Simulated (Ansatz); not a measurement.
CH₅BO, closed shell: a nudged elastic band.

in.yaml

```yaml
crystal:
  periodic: [false, false, false]
  atoms:
    - {symbol: B, position_ang: [0.071355, 0.019942, -0.575400]}
    - {symbol: H, position_ang: [-0.075137, 0.848168, -1.440759]}
    - {symbol: O, position_ang: [0.509132, -1.216204, -0.922780]}
    - {symbol: H, position_ang: [0.664819, -1.309320, -1.865317]}
    - {symbol: C, position_ang: [-0.229015, 0.333316, 0.921426]}
    - {symbol: H, position_ang: [-0.047923, -0.513378, 1.586116]}
    - {symbol: H, position_ang: [0.376700, 1.181848, 1.258758]}
    - {symbol: H, position_ang: [-1.269831, 0.655728, 1.037856]}
basis:
  gaussian: {orbitals: def2-SVP}
hamiltonian: {xc: hf}
neb:
  images: 4
  climbing: true
  max_iterations: 25
  initial_path: idpp
  f_tol: 0.1
  final_atoms:
    - {symbol: B, position_ang: [0.292667, -0.985517, 0.192348]}
    - {symbol: H, position_ang: [-0.035762, 1.116688, -2.450595]}
    - {symbol: O, position_ang: [0.671724, -1.855238, -0.549222]}
    - {symbol: H, position_ang: [0.188167, 0.405120, -2.406750]}
    - {symbol: C, position_ang: [-0.188852, 0.121554, 1.129121]}
    - {symbol: H, position_ang: [-0.212741, -0.231235, 2.161880]}
    - {symbol: H, position_ang: [0.478480, 0.983759, 1.072925]}
    - {symbol: H, position_ang: [-1.193585, 0.444970, 0.850195]}
```

Launched with

```bash
ansatz run in.yaml --threads 2 --pin off --events-out ev --progress --plain --max-ram 4352MiB
```

Output of Ansatz 0.2.0:

```
Functional definition: HF
  name "HF"
  cite "Fock, Z. Phys. 61, 126 (1930) doi:10.1007/BF01340294"
  parent pbe
  exchange = exact_x
  correlation = 0
742 factors; integrals over basis functions are off by at most 3.1e-4 eV
mean field evaluation 1: about -3814.4117 eV, gradient 3.4e1 eV
mean field evaluation 2: about -3814.4128 eV, gradient 3.4e1 eV
mean field evaluation 4: about -3817.0875 eV, gradient 3.2e0 eV
mean field evaluation 8: about -3817.1202 eV, gradient 1.2e-4 eV
mean field -3817.12024923 eV, -140.2765818220 hartree, gradient 1.1e-5 eV, S^2 0.000000; 0 other end points of the search recorded, 0 dependent functions left out
the calculation of the forces begins
reference -3817.12024923 eV, -140.2765818220 hartree; 12, 12 occupied and 55, 55 virtual orbitals, 742 factors
741 factors; integrals over basis functions are off by at most 3.7e-4 eV
mean field evaluation 16: about -3816.3937 eV, gradient 1.0e0 eV
mean field -3816.39750544 eV, -140.2500214778 hartree, gradient 1.1e-5 eV, S^2 0.000000; 0 other end points of the search recorded, 0 dependent functions left out
the calculation of the forces begins
reference -3816.39750544 eV, -140.2500214778 hartree; 12, 12 occupied and 55, 55 virtual orbitals, 741 factors
WARN: NEB end point (image 0): max|allowed force component| = 9.624e-1 eV/Å (the criterion of neb.relax_end_points is 2.000e-2). That is over neb.f_tol: it is no minimum, so the barrier can be far off. Relax it first
WARN: NEB end point (image 5): max|allowed force component| = 1.482e0 eV/Å (the criterion of neb.relax_end_points is 2.000e-2). That is over neb.f_tol: it is no minimum, so the barrier can be far off. Relax it first
743 factors; integrals over basis functions are off by at most 1.3e-3 eV
mean field evaluation 32: about -3813.5691 eV, gradient 4.6e-4 eV
mean field -3813.56907938 eV, -140.1460787373 hartree, gradient 2.7e-5 eV, S^2 0.000000; 0 other end points of the search recorded, 0 dependent functions left out
the calculation of the forces begins
reference -3813.56907938 eV, -140.1460787373 hartree; 12, 12 occupied and 55, 55 virtual orbitals, 743 factors
742 factors; integrals over basis functions are off by at most 1.8e-3 eV
mean field -3810.67618871 eV, -140.0397669660 hartree, gradient 2.2e-5 eV, S^2 0.000000; 0 other end points of the search recorded, 0 dependent functions left out
the calculation of the forces begins
reference -3810.67618871 eV, -140.0397669660 hartree; 12, 12 occupied and 55, 55 virtual orbitals, 742 factors
745 factors; integrals over basis functions are off by at most 1.2e-3 eV
mean field evaluation 64: about -3810.3450 eV, gradient 3.7e1 eV
mean field -3812.86852936 eV, -140.1203339990 hartree, gradient 1.3e-5 eV, S^2 0.000000; 0 other end points of the search recorded, 0 dependent functions left out
the calculation of the forces begins
reference -3812.86852936 eV, -140.1203339990 hartree; 12, 12 occupied and 55, 55 virtual orbitals, 745 factors
746 factors; integrals over basis functions are off by at most 6.3e-4 eV
mean field -3815.12299257 eV, -140.2031839936 hartree, gradient 1.9e-5 eV, S^2 0.000000; 0 other end points of the search recorded, 0 dependent functions left out
the calculation of the forces begins
reference -3815.12299257 eV, -140.2031839936 hartree; 12, 12 occupied and 55, 55 virtual orbitals, 746 factors
NEB iter   1: max|band force component| = 5.867e0 eV/Å  barrier→ = 6.4441 eV  barrier← = 5.7213 eV  Δτ_max = 0.2000 Å  (188 SCF iters)
NEB iter   2: max|band force component| = 4.447e0 eV/Å  barrier→ = 4.8323 eV  barrier← = 4.1095 eV  Δτ_max = 0.2000 Å  (120 SCF iters)
NEB iter   3: max|band force component| = 9.552e0 eV/Å  barrier→ = 3.9431 eV  barrier← = 3.2204 eV  Δτ_max = 0.1007 Å  (110 SCF iters)
NEB iter   4: max|band force component| = 1.551e0 eV/Å  barrier→ = 3.5729 eV  barrier← = 2.8502 eV  Δτ_max = 0.2000 Å  (101 SCF iters)
NEB iter   5: max|band force component| = 1.219e0 eV/Å  barrier→ = 3.2760 eV  barrier← = 2.5532 eV  Δτ_max = 0.1989 Å  (101 SCF iters)
NEB iter   6: max|band force component| = 2.384e0 eV/Å  barrier→ = 3.2246 eV  barrier← = 2.5018 eV  Δτ_max = 0.0989 Å  (104 SCF iters)
NEB iter   7: max|band force component| = 5.354e-1 eV/Å  barrier→ = 3.1311 eV  barrier← = 2.4083 eV  Δτ_max = 0.0574 Å  (94 SCF iters)
NEB iter   8: max|band force component| = 8.177e-1 eV/Å  barrier→ = 3.0951 eV  barrier← = 2.3723 eV  Δτ_max = 0.0284 Å  (97 SCF iters)
NEB iter   9: max|band force component| = 1.759e0 eV/Å  barrier→ = 3.0391 eV  barrier← = 2.3163 eV  CI = image 2  Δτ_max = 0.0281 Å  (94 SCF iters)
NEB iter  10: max|band force component| = 1.449e0 eV/Å  barrier→ = 3.1245 eV  barrier← = 2.4017 eV  CI = image 2  Δτ_max = 0.0562 Å  (96 SCF iters)
NEB iter  11: max|band force component| = 5.950e-1 eV/Å  barrier→ = 3.2221 eV  barrier← = 2.4994 eV  CI = image 2  Δτ_max = 0.0482 Å  (98 SCF iters)
NEB iter  12: max|band force component| = 3.726e-1 eV/Å  barrier→ = 3.2117 eV  barrier← = 2.4890 eV  CI = image 2  Δτ_max = 0.0131 Å  (96 SCF iters)
NEB iter  13: max|band force component| = 1.310e-1 eV/Å  barrier→ = 3.2084 eV  barrier← = 2.4857 eV  CI = image 2  Δτ_max = 0.0092 Å  (99 SCF iters)
NEB iter  14: max|band force component| = 6.612e-2 eV/Å  barrier→ = 3.2076 eV  barrier← = 2.4849 eV  CI = image 2  Δτ_max = 0.0000 Å  (987 SCF iters)
Total energy: -3813.91263529 eV, -140.1587041840 hartree
Atom 0 at     0.178563    -0.391825    -0.401558 Å, force    -0.023091     0.043886     0.046146 eV/Å
Atom 1 at     0.055985     0.488372    -1.581179 Å, force    -0.002163     0.008116     0.008926 eV/Å
Atom 2 at     0.590308    -1.456105    -0.950045 Å, force     0.008540    -0.011975    -0.020933 eV/Å
Atom 3 at     0.374571    -0.441845    -1.747098 Å, force     0.017696    -0.038580    -0.052024 eV/Å
Atom 4 at    -0.225308     0.318125     0.927802 Å, force     0.002212    -0.015562     0.025567 eV/Å
Atom 5 at    -0.118434    -0.369734     1.768606 Å, force    -0.000723     0.006535    -0.009319 eV/Å
Atom 6 at     0.405600     1.192206     1.103038 Å, force     0.006071     0.006214     0.002063 eV/Å
Atom 7 at    -1.261184     0.660906     0.880334 Å, force    -0.008542     0.001366    -0.000426 eV/Å
Dipole moment:    -0.169361     0.482277     0.120506 e Å

[the SCF lines of later steps are left out]
```

The run took about 26 s on 2 CPU threads of an Arm Neoverse V2 (shared host).
